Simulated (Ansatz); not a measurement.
# C4H4OS: a ladder of functionals and wavefunction methods

The task here is to estimate one member of a computed series from the others.

Computed with Ansatz 0.2.0, Gaussian basis. Level: functionals in def2-TZVPP, the program's frozen cores in correlated methods.

The runs, in order: PBE-D4, r2SCAN-D4, PBE0-D4, B3LYP-D4, ωB97X-V, ωB97M-V, B2PLYP; CCSD(T)/def2-TZVPP; MP2/def2-QZVPP; extrapolation to the limit.

**Structure used throughout**

All runs share one geometry, relaxed beforehand with PBE0-D4 in a triple-zeta def2 set.

SMILES `C=CSC#CO`, 10 atoms, charge 0, spin multiplicity 1.

Atoms are counted from 1 here; the program's logs count them from 0.

Bond lengths: C1–C2 1.326 Å, C1–H7 1.084 Å, C1–H8 1.083 Å, C2–S3 1.757 Å, C2–H9 1.084 Å, S3–C4 1.670 Å, C4–C5 1.206 Å, C5–O6 1.298 Å, O6–H10 0.965 Å. Angles: C2–C1–H7 122.3°, C2–C1–H8 120.2°, H7–C1–H8 117.5°, C1–C2–S3 122.8°, C1–C2–H9 122.8°, S3–C2–H9 114.5°, C2–S3–C4 102.4°, S3–C4–C5 174.7°, C4–C5–O6 175.1°, C5–O6–H10 110.4°.

The first run:

Input file in.yaml:

```yaml
crystal:
  periodic: [false, false, false]
  atoms:
    - {symbol: C, position_ang: [0.431227, -2.513008, -0.600791]}
    - {symbol: C, position_ang: [0.042633, -1.306536, -0.210810]}
    - {symbol: S, position_ang: [0.010843, 0.077379, -1.292086]}
    - {symbol: C, position_ang: [-0.250369, 1.348140, -0.240337]}
    - {symbol: C, position_ang: [-0.417998, 2.333545, 0.433809]}
    - {symbol: O, position_ang: [-0.706894, 3.373384, 1.155801]}
    - {symbol: H, position_ang: [0.785523, -2.711126, -1.606344]}
    - {symbol: H, position_ang: [0.396580, -3.346325, 0.089538]}
    - {symbol: H, position_ang: [-0.308320, -1.099599, 0.793840]}
    - {symbol: H, position_ang: [0.099776, 3.792944, 1.480481]}
basis:
  gaussian: {orbitals: def2-TZVPP}
hamiltonian: {xc: pbe, dispersion: d4}
output: {forces: true, orbitals: {seedname: orbitals}}
```

Run with:

```sh
$ ansatz run in.yaml --threads 4 --pin off --events-out ev --progress --plain --max-ram 10444MiB
```

Among the steps run: PBE-D4 (GGA); r2SCAN-D4 (meta-GGA); PBE0-D4 (hybrid); B3LYP-D4 (hybrid); ωB97X-V (range-separated); ωB97M-V (range-separated); B2PLYP (double hybrid); CCSD(T) in def2-TZVPP; MP2 in def2-QZVPP.

One of the session's tables, all rows but one given; the rest of the session is left out.

| method | atomisation energy (kcal/mol) |
| --- | --- |
| PBE-D4 | 1047.9 |
| r2SCAN-D4 | 1008.9 |
| PBE0-D4 | 1015.1 |
| B3LYP-D4 | 1001.7 |
| ωB97X-V | ? |
| ωB97M-V | 1005.1 |
| B2PLYP | 992.2 |
| HF/def2-TZVPP | 686.4 |
| MP2/def2-TZVPP | 1002.0 |
| CCSD/def2-TZVPP | 944.8 |
| CCSD(T)/def2-TZVPP | 968.2 |
| MP2/CBS | 1031.6 |
| CCSD(T)/CBS | 997.8 |

**Question.** Estimate the row for ωB97X-V.

As computed: atomisation energy (kcal/mol): 1000.0. In the column «atomisation energy (kcal/mol)» it lies between CCSD(T)/CBS (997.8) and B3LYP-D4 (1001.7).

Limits of these values: Free atoms (4 C, 1 S, 1 O, 4 H) were run apart at each level; the atomisation energy is their sum less the molecule, without zero-point or spin-orbit terms.
